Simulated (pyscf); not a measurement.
This saddle point was located with ωB97X-D3(BJ)/def2-SVP in PySCF.

```xyz
8

S      0.9049     2.0339    -0.8092
Si     0.2060     0.0117    -0.5030
H      1.3836     2.2173     0.4373
H     -1.0369     0.6914     0.4636
H     -0.0928    -0.3293    -1.9048
H      1.2054    -0.6081     0.3845
Cl    -1.2941    -1.8535     0.0986
H     -1.3228    -0.1657     0.4663
```
Charge 0, spin multiplicity 1.

Surface: singlet, charge 0. Lowest wavenumbers (cm⁻¹): 857i, 92, 205, 297, 357.

### Question
What reaction is this the transition state of?

### Answer
`[SiH3][SH]` + `[ClH]` <-> `[SH][SiH2][Cl]` + `[H][H]`, a four-centre exchange read from left to right: H–Si, Cl–H broken and Cl–Si, H–H formed. At ωB97M-D3(BJ)/def2-TZVP it lies +33.2 kcal/mol from the left side and +52.3 kcal/mol from the right (each side as separated species at their lowest minima found). The same reactants have a lower exit, to H₂S + H₃Si–Cl (barrier +26.3 kcal/mol at ωB97M-D3(BJ)/def2-TZVP, against +33.2 kcal/mol here). This is the saddle that the search found; another between the same sides may lie lower.
